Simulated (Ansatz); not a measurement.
# CH₅BSi (SMILES B=[SiH]C): functionals against CCSD(T) at one geometry

The task here is to estimate one member of a computed series from the others.

Method: single points in def2-TZVPP; program: Ansatz 0.2.0, Gaussian basis.

Correlated methods freeze the cores.

## The starting structure

8 atoms, charge 0, spin multiplicity 1.

Atoms are counted from 1 here; the program's logs count them from 0.

Bond lengths: B1–Si2 1.831 Å, B1–H4 1.156 Å, Si2–C3 1.973 Å, Si2–H5 1.459 Å, C3–H6 1.288 Å, C3–H7 1.204 Å, C3–H8 0.991 Å. Angles: Si2–B1–H4 155.3°, B1–Si2–C3 112.0°, B1–Si2–H5 140.6°, C3–Si2–H5 105.4°, Si2–C3–H6 119.6°, Si2–C3–H7 105.6°, Si2–C3–H8 115.8°, H6–C3–H7 111.4°, H6–C3–H8 104.7°, H7–C3–H8 97.8°.

As a file:

```
B    -1.8146    0.5591   -0.8713
Si   -0.0109    0.7081   -0.5969
C     0.6493   -0.6190    0.7053
H    -2.7717    0.4047   -1.5014
H     1.0816    1.6593   -0.7698
H     0.9704   -0.2383    1.8928
H     1.5660   -1.1776    0.1604
H     0.0716   -1.4123    0.8428
```

The first run:

File run/in.yaml:

```yaml
crystal:
  periodic: [false, false, false]
  atoms:
    - {symbol: B, position_ang: [-1.814600, 0.559100, -0.871300]}
    - {symbol: Si, position_ang: [-0.010900, 0.708100, -0.596900]}
    - {symbol: C, position_ang: [0.649300, -0.619000, 0.705300]}
    - {symbol: H, position_ang: [-2.771700, 0.404700, -1.501400]}
    - {symbol: H, position_ang: [1.081600, 1.659300, -0.769800]}
    - {symbol: H, position_ang: [0.970400, -0.238300, 1.892800]}
    - {symbol: H, position_ang: [1.566000, -1.177600, 0.160400]}
    - {symbol: H, position_ang: [0.071600, -1.412300, 0.842800]}
basis:
  gaussian: {orbitals: def2-TZVPP}
correlation: {method: ccsd_t}
output: {forces: true}
```

The command line of these runs was not kept.

Steps of the session up to this table: CCSD(T)/def2-TZVPP; PBE0-D4/def2-TZVPP; wB97M-V/def2-TZVPP; r2SCAN-D4/def2-TZVPP; PBE-D4/def2-TZVPP; B97M-V/def2-TZVPP; HSE06-D4/def2-TZVPP.

One table of the session follows, with a row left open; its other results are not shown here.

```
   method  RMS force component (eV/Å)  angle to CCSD(T) forces (°)  dipole (D)
  CCSD(T)                       1.911                    reference        0.37
  PBE0-D4                       1.931                          4.0        0.54
  wB97M-V                       1.916                          5.0        0.49
r2SCAN-D4                       1.899                          3.3        0.57
   PBE-D4                       1.889                          4.8        0.62
   B97M-V                           ?                            ?           ?
 HSE06-D4                       1.930                          3.9        0.54
```

Estimate the missing values for B97M-V.

**Answer.** RMS force component (eV/Å): 1.889; angle to CCSD(T) forces (°): 3.5; dipole (D): 0.54.
